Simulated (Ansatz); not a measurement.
# CH₅FSi: ionisation energy by level of theory

An exercise on one series of results from a longer session: the logs are not shown, and one member is left open.

Method: unrestricted cation, the program's frozen cores in correlated methods; program: Ansatz 0.2.0, Gaussian basis.

Levels to be run: UKS PBE-D4/def2-TZVPP; UKS r2SCAN-D4/def2-TZVPP; UKS PBE0-D4/def2-TZVPP; UKS B3LYP-D4/def2-TZVPP; UKS wB97X-V/def2-TZVPP; UKS wB97M-V/def2-TZVPP; UKS B2PLYP/def2-TZVPP; UHF-CCSD(T)/def2-TZVPP; UHF-MP2/def2-QZVPP; extrapolation to the limit; then −ε(HOMO) from the neutral's earlier runs with LDA (SPW92), PBE-D4, revPBE-D4, BLYP-D4, r2SCAN-D4, B97M-V, PBE0-D4, B3LYP-D4, r2SCANh-D4, r2SCAN0-D4, HSE06-D4, BHLYP-D4, CAM-B3LYP-D4, LC-ωPBE, ωB97X-V, ωB97M-V.

## Structure used throughout

All runs share one geometry, relaxed beforehand with PBE0-D4 in a triple-zeta def2 set.

SMILES `C[SiH2]F`, 8 atoms, charge 0, spin multiplicity 1.

Atoms are counted from 1 here; the program's logs count them from 0.

Bond lengths: C1–Si2 1.853 Å, C1–H4 1.092 Å, C1–H5 1.094 Å, C1–H6 1.092 Å, Si2–F3 1.604 Å, Si2–H7 1.485 Å, Si2–H8 1.485 Å. Angles: Si2–C1–H4 111.0°, Si2–C1–H5 110.1°, Si2–C1–H6 111.1°, H4–C1–H5 108.1°, H4–C1–H6 108.4°, H5–C1–H6 108.1°, C1–Si2–F3 109.4°, C1–Si2–H7 111.5°, C1–Si2–H8 111.5°, F3–Si2–H7 107.3°, F3–Si2–H8 107.3°, H7–Si2–H8 109.7°.

Set-up of the first run:

Input file in.yaml:

```yaml
crystal:
  periodic: [false, false, false]
  atoms:
    - {symbol: C, position_ang: [-0.521368, 0.700322, -0.437023]}
    - {symbol: Si, position_ang: [0.448405, -0.641987, 0.395191]}
    - {symbol: F, position_ang: [1.946493, -0.649558, -0.178754]}
    - {symbol: H, position_ang: [-0.562374, 0.542531, -1.517142]}
    - {symbol: H, position_ang: [-1.546705, 0.713199, -0.056522]}
    - {symbol: H, position_ang: [-0.077171, 1.680254, -0.248375]}
    - {symbol: H, position_ang: [0.538719, -0.420776, 1.860681]}
    - {symbol: H, position_ang: [-0.133701, -1.981185, 0.126044]}
basis:
  gaussian: {orbitals: def2-TZVPP}
total_charge: 1
magnetization: {spin_polarized: true, initial_magnetization: 1}
hamiltonian: {xc: pbe, dispersion: d4}
```

Among the steps run: Cation, UKS PBE-D4/def2-TZVPP; Cation, UKS r2SCAN-D4/def2-TZVPP; Cation, UKS PBE0-D4/def2-TZVPP; Cation, UKS B3LYP-D4/def2-TZVPP; Cation, UKS wB97X-V/def2-TZVPP; Cation, UKS wB97M-V/def2-TZVPP; Cation, UKS B2PLYP (frozen core)/def2-TZVPP; Cation, UHF-CCSD(T)/def2-TZVPP; Cation, UHF-MP2/def2-QZVPP.

One table of the session follows, with a row left open; its other results are not shown here.

For comparison, −ε(HOMO) of the neutral from earlier runs:

```
  functional  −ε(HOMO) (eV)
 LDA (SPW92)           7.89
      PBE-D4              ?
   revPBE-D4           7.78
     BLYP-D4           7.73
   r2SCAN-D4           8.16
      B97M-V           8.27
     PBE0-D4           9.24
    B3LYP-D4           9.02
  r2SCANh-D4           8.68
  r2SCAN0-D4           9.46
    HSE06-D4           8.83
    BHLYP-D4          10.57
CAM-B3LYP-D4          10.67
     LC-ωPBE          12.03
     ωB97X-V          11.67
     ωB97M-V          11.51
```

**Question.** Estimate the row for PBE-D4.

**Answer.** −ε(HOMO) (eV): 7.82. In the column «−ε(HOMO) (eV)» it lies between revPBE-D4 (7.78) and LDA (SPW92) (7.89).
